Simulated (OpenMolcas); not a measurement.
**SiNH5O (SMILES N[SiH2]O): levels of theory compared**

Aim: a comparison of 6 runs (HF/STO-3G, B3LYP/6-31G*, BHLYP/pc-1, PBE/6-31G**, MP2/cc-pVTZ, RI-MP2/ANO-S-MB) of SiNH5O. 

The results are computed with OpenMolcas 26.06.

5 further runs of the same task are left out: 5 set aside as unsound or not needed.

### 1 The system as given

The species is SiNH5O (8 atoms), meant as a singlet with charge 0. As SMILES, `N[SiH2]O`. The coordinates come from a GFN2-xTB relaxation. This is one conformer, not always the lowest.

Bond lengths: N1–Si2 1.717 Å, Si2–O3 1.637 Å, N1–H4 1.007 Å, N1–H5 1.007 Å, Si2–H6 1.461 Å, Si2–H7 1.461 Å, O3–H8 0.952 Å. Angles: N1–Si2–O3 110.4°, N1–Si2–H6 106.7°, N1–Si2–H7 106.7°, O3–Si2–H6 109.7°, O3–Si2–H7 109.6°, Si2–N1–H4 118.2°, Si2–N1–H5 118.2°, Si2–O3–H8 121.6°, H6–Si2–H7 113.7°, H4–N1–H5 109.2°.

### 2 Energy and forces at HF/STO-3G (run 1)

The input, run.input:

```
* H5NOSi Hartree-Fock
&GATEWAY
BasLib=$CurrDir
Coord
8
angstrom
N       -0.842420       0.740220      -0.764180
Si       0.472990       0.124020       0.150980
O        0.110280      -1.357500       0.745430
H       -1.079680       0.277190      -1.626710
H       -1.688450       0.985350      -0.275800
H        0.690110       1.056290       1.254080
H        1.608210       0.021470      -0.762180
H        0.728970      -1.847050       1.278380
Basis=STO-3G
Group=NoSym
&SEWARD
&SCF
Thresholds=1e-10 1e-07 1e-07 1e-05
PrOrbitals=1 2
&ALASKA
```

The basis set STO-3G is read from a file made from the Basis Set Exchange's data (not shown).

Run with:

```sh
export MOLCAS_MEM=1860
pymolcas run.input > run.log
```

The program printed:

```text
--- Start Module: gateway ---
[...]
--- Stop Module: gateway /rc=_RC_ALL_IS_WELL_ ---
[...]
      Basis functions           24
[...]
--- Start Module: scf ---
[...]
       Convergence after  11 Iterations
[...]
::    Total SCF energy                               -416.1074431284
[...]
      Total spin, S                                     0.0000000000
[...]
      Total electronic charge=   34.000000
      Total            charge=   -0.000000
[...]
      Dipole Moment (debye):
      Origin of the operator (angstrom)=    0.0549   -0.1171    0.0843
                   X=  6.5010E-01               Y= -5.0183E-01               Z=  5.6761E-01           Total=  9.9833E-01
      Quadrupole Moment (debye*angstrom):
[...]
--- Stop Module: scf /rc=_RC_ALL_IS_WELL_ ---
--- Start Module: alaska ---
[...]
 *              Molecular gradients               *
 **************************************************
  Irreducible representation: a
 ------------------------------------------------------------------------------------------
                              X                       Y                       Z
 ------------------------------------------------------------------------------------------
  N1               -1.25077868154966E-02   -2.40494034207384E-03   -4.20990231739804E-03
  SI2              -2.57355286420466E-02   -2.05447072185425E-02   -1.15983272301812E-03
  O3                4.52329150418045E-02    6.71270864735085E-03    1.71235321862300E-02
  H4                3.84104530054175E-03    6.12712280873384E-03    9.07803988531164E-03
  H5                1.04010588148116E-02   -1.30432396514779E-03   -5.32549907373214E-03
  H6               -1.95618226160743E-03    1.15630063904271E-02    1.54493842801049E-02
  H7                1.17993356327459E-02   -3.93938696292059E-03   -1.48661400644228E-02
  H8               -3.10748570707902E-02    3.79052064218888E-03   -1.60895821730485E-02
[...]
--- Stop Module: alaska /rc=_RC_ALL_IS_WELL_ ---
[...]
```

Wall time 1.9 s (1 thread of Arm Neoverse V1, shared host); peak memory 0.37 GiB.

### 3 Energy and forces at B3LYP/6-31G(d) (spherical functions) (run 2)

The input, coord.xyz:

```xyz
8

N     -0.842420     0.740220    -0.764180
Si     0.472990     0.124020     0.150980
O      0.110280    -1.357500     0.745430
H     -1.079680     0.277190    -1.626710
H     -1.688450     0.985350    -0.275800
H      0.690110     1.056290     1.254080
H      1.608210     0.021470    -0.762180
H      0.728970    -1.847050     1.278380
```

The input, job.inp:

```
* H5NOSi Kohn-Sham DFT
&GATEWAY
BASLIB
$CurrDir
COORD
coord.xyz
BASIS
6-31Gs
GROUP
NoSym
&SEWARD
GRIDINPUT
Grid=UltraFine
End of Grid
&SCF
KSDFT
B3LYP
THRESHOLDS
1e-10 1e-07 1e-07 1e-05
PRORBITALS
0
&ALASKA
```

The basis set 6-31G* is read from a file made from the Basis Set Exchange's data (not shown).

Run with:

```sh
export MOLCAS_MEM=1860
pymolcas job.inp > job.log
```

The program printed:

```text
--- Start Module: gateway ---
[...]
--- Stop Module: gateway /rc=_RC_ALL_IS_WELL_ ---
[...]
      Basis functions           56
[...]
--- Start Module: scf ---
[...]
       Convergence after  13 Iterations
[...]
::    Total KS-DFT energy                            -422.5249465827
[...]
      Total spin, S                                     0.0000000000
[...]
      Total electronic charge=   34.000000
      Total            charge=   -0.000000
[...]
      Dipole Moment (debye):
      Origin of the operator (angstrom)=    0.0549   -0.1171    0.0843
                   X=  1.0772E-02               Y= -7.6388E-01               Z=  4.0975E-01           Total=  8.6691E-01
      Quadrupole Moment (debye*angstrom):
[...]
--- Stop Module: scf /rc=_RC_ALL_IS_WELL_ ---
[...]
--- Start Module: alaska ---
[...]
 *              Molecular gradients               *
 **************************************************
  Irreducible representation: a
 ------------------------------------------------------------------------------------------
                              X                       Y                       Z
 ------------------------------------------------------------------------------------------
  N1               -2.05147929019045E-03   -2.74668384609544E-03    5.27947638565784E-04
  SI2               6.55549143930756E-03   -6.35964997798144E-03    6.31465241558860E-03
  O3                1.42849277862460E-02    1.30222599487446E-02   -2.10765130966628E-04
  H4                5.04815966407168E-04    2.27105504402436E-03    6.02428547871492E-03
  H5                4.85119929651789E-03   -2.60738646438896E-03   -3.51546190389662E-03
  H6               -4.24418980435637E-03   -7.94440098669869E-03   -6.68063556736831E-03
  H7               -9.74478258883593E-03   -1.70897418013596E-03    5.25650902612762E-03
  H8               -1.01559828051765E-02    6.07378046245977E-03   -7.71653195676203E-03
[...]
--- Stop Module: alaska /rc=_RC_ALL_IS_WELL_ ---
[...]
```

Wall time 20 s (1 thread of Arm Neoverse V1, shared host); peak memory 0.39 GiB.

Runs 3 to 5 aren't shown in full; the table further down has their settings and results.

### 4 Energy and forces at RI-MP2/ANO-S-MB (RICD fitting) (run 6)

The input, mol.input:

```
* H5NOSi RI-MP2

&GATEWAY
 COORD
 8
 angstrom
 N       -0.842420       0.740220      -0.764180
 Si       0.472990       0.124020       0.150980
 O        0.110280      -1.357500       0.745430
 H       -1.079680       0.277190      -1.626710
 H       -1.688450       0.985350      -0.275800
 H        0.690110       1.056290       1.254080
 H        1.608210       0.021470      -0.762180
 H        0.728970      -1.847050       1.278380
 BASIS
 ANO-S-MB
 GROUP
 NoSym
 RICD

&SEWARD

&SCF
 ITERATIONS
 100
 CORE
 PRORBITALS
 1 1

&MBPT2
 FROZEN
 7
 GRDT

&ALASKA
```

Run with:

```sh
export MOLCAS_MEM=1860
pymolcas mol.input > mol.log
```

The program printed:

```text
--- Start Module: gateway ---
[...]
--- Stop Module: gateway /rc=_RC_ALL_IS_WELL_ ---
[...]
      Basis functions           24
[...]
       Convergence after  14 Iterations
[...]
::    Total SCF energy                               -420.8776099855
[...]
      Total spin, S                                     0.0000000000
[...]
      Total electronic charge=   34.000000
      Total            charge=   -0.000000
[...]
--- Start Module: mbpt2 ---
[...]
WARNING!
Default frozen orbitals as non valence orbitals is overwritten by user input.
Default values:   4
[...]
       Reference weight ( Cref**2 )         =        0.95156
::    Total MBPT2 energy                             -420.9936540664
[...]
      Dipole Moment (debye):
      Origin of the operator (angstrom)=    0.0549   -0.1171    0.0843
                   X=  1.3052E-01               Y= -7.5524E-01               Z=  4.6237E-01           Total=  8.9510E-01
      Quadrupole Moment (debye*angstrom):
[...]
--- Stop Module: mbpt2 /rc=_RC_ALL_IS_WELL_ ---
--- Start Module: alaska ---
[...]
 *              Molecular gradients               *
 **************************************************
  Irreducible representation: a
 ------------------------------------------------------------------------------------------
                              X                       Y                       Z
 ------------------------------------------------------------------------------------------
  N1               -3.53013340717734E-02   -1.51924622626307E-02   -7.92317899454531E-03
  SI2              -6.19371475121611E-03   -2.94550192746961E-02    1.24228612108592E-02
  O3                7.30013613127194E-02    1.77115969145270E-02    2.41387450488570E-02
  H4                1.57860746451941E-02    2.72874952938549E-02    6.78143575499939E-02
  H5                6.16590450059755E-02   -2.58434649049007E-02   -3.37837527270968E-02
  H6               -1.12770759539987E-02   -3.24445384313696E-02   -3.36997718583452E-02
  H7               -3.93307995397207E-02   -7.92558601872315E-04    2.77071013071712E-02
  H8               -5.83435566472077E-02    5.87289512670828E-02   -5.66763615368790E-02
[...]
--- Stop Module: alaska /rc=_RC_ALL_IS_WELL_ ---
[...]
```

It took 2.6 s on 1 thread of Arm Neoverse V1, shared host; peak memory 0.25 GiB.

### 5 All runs side by side

```tsv
run	level	integration grid	integral approximation	energy (Eh)	dipole moment (D) of the reference	HOMO energy (eV)	LUMO energy (eV)	wall time
1	HF/STO-3G	–	none	-416.107443	1.00	-8.51	13.66	1.9 s
2	B3LYP/6-31G* (spherical functions)	UltraFine	none	-422.524947	0.87	-7.08	1.24	20 s
3	BHLYP/pc-1 (RICD fitting, C-PCM heptane)	UltraFine	RICD aCD	-422.508635	–	-8.74	2.43	16 s
4	PBE/6-31G** (spherical functions)	UltraFine	none	-422.207357	0.85	-5.88	0.63	25 s
5	MP2/cc-pVTZ (RICD fitting)	–	RICD	-421.888773	0.83	-11.36	3.82	13 s
6	RI-MP2/ANO-S-MB (RICD fitting)	–	RICD	-420.993654	0.92	-12.65	6.94	2.6 s
```

### 6 Results

| quantity | value |
| --- | --- |
| run 6: total energy | -420.99365 Eh |
| run 6: dipole moment (mean-field density) | 0.92 D |
| run 6: HOMO energy (Hartree–Fock orbitals) | -12.65 eV |
| run 6: LUMO energy (Hartree–Fock orbitals) | 6.94 eV |
| run 6: HOMO–LUMO gap (Hartree–Fock orbitals) | 19.59 eV |
| run 6: correlation energy (7 core orbitals frozen) | -116.0 mEh |
| run 6: largest force on an atom | 5.159 eV/Å |

**Reading.** Over runs 1, 2, 4 the dipole moment (its size) runs from 0.85 D (PBE/6-31G**) to 1.00 D (HF/STO-3G). The two ends differ in method and basis. Over runs 1, 2, 3, 4 the HOMO–LUMO gap runs from 6.50 eV (PBE/6-31G**) to 22.17 eV (HF/STO-3G). Totals of different functionals can't be ranked against each other. In runs 1, 6 the basis is minimal, so the values are rough. All runs together took 78 s, the longest 25 s.
